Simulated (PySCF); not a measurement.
## Functional benchmark on one molecule

Molecule: SMILES FN(F)F, F3N.

Bonds (- single, = double, # triple, : aromatic): F1-N2 1.352 Å, N2-F3 1.352 Å, N2-F4 1.352 Å.

Geometry PBE0-D3(BJ)/def2-SVP throughout; GIAO in PySCF 2.14.0 with density-fitted response routines, gas phase, one conformer, non-relativistic; equivalent atoms averaged; basis pcSseg-2.

Reference values (CCSD(T)/13s9p4d3f; gas (isolated, no vibration); M. E. Harding, PhD thesis, Mainz 2008 (Harding, Lenhart, Auer, Gauss, JCP 2008, 128, 244111)): σ(F1/F3/F4) = 76.3 ppm.

How do the functionals HF, LDA, PBE, BLYP, BP86, OPBE, KT2, KT3, B97-D, B3LYP, PBE0, mPW1PW91 perform against the reference? Times are CPU seconds on 1 thread of an Arm Neoverse V2, shared host; the GGAs took longer than the global hybrids here, which isn't the general rule, and the cause wasn't traced.

## Answers


```
functional           kind  F1/F3/F4  abs. error F  core-s
        HF   Hartree–Fock     132.6          56.3     1.9
       LDA            LDA      29.1          47.2     4.4
       PBE            GGA      37.2          39.1     5.7
      BLYP            GGA      29.5          46.8     5.4
      BP86            GGA      38.0          38.3     5.7
      OPBE            GGA      58.8          17.5     5.6
       KT2            GGA      44.7          31.6     5.8
       KT3            GGA      50.9          25.4     5.7
     B97-D            GGA      47.2          29.1     5.5
     B3LYP  global hybrid      53.3          23.0     4.1
      PBE0  global hybrid      66.4           9.9       4
  mPW1PW91  global hybrid      66.6           9.7     4.1
```

For 19F the closest is mPW1PW91 (9.7 ppm, with PBE0 practically level) and the furthest HF (56.3 ppm). One molecule is a small sample, and the reference may use another geometry.
